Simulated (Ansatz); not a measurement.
**Chalcopyrite ZnGeP2**

The numbers are results of revPBE (PAW; Ansatz, a program for electronic structure), not measurements.

Numerical settings: plane-wave cutoff 520 eV, 10×10×10 k mesh, Fermi–Dirac smearing 0.01 eV, scalar-relativistic PAW data made under PBE.

Cell: relaxed at this level.

```
Property                                               Value
------------------------------------------  ----------------
volume per atom                                20.93 Å³/atom
bulk modulus B0                                     69.6 GPa
lattice parameter a                                  5.539 Å
lattice parameter c                                 10.911 Å
band gap                                    1.12 eV (direct)
pressure derivative B′ of the bulk modulus               4.6
```

Measured, for comparison: band gap 2.05 eV (temperature not stated, not corrected to a static lattice, pseudodirect, our sources range from 1.80 to 2.20; as tabulated in Rashkeev et al. (1999), arXiv:cond-mat/9809378); bulk modulus 79 GPa (room temperature, not corrected to a static lattice; as tabulated in Isothermal phase behavior of Ag3SbS3, ZnGeP2, and ZnS (abstract)); lattice constant a 5.463 Å, lattice parameter c 10.74 Å (temperature not stated, not corrected to a static lattice; as tabulated in Rashkeev et al. (1999), arXiv:cond-mat/9809378). Computed (rounded) less measured: bulk modulus -12 %, lattice constant a +1.4 %, lattice parameter c +1.6 %.

Note: the bulk modulus comes from volumes at which shape and atoms were relaxed.

Spin–orbit coupling is not included.

Computed values are for the static lattice.
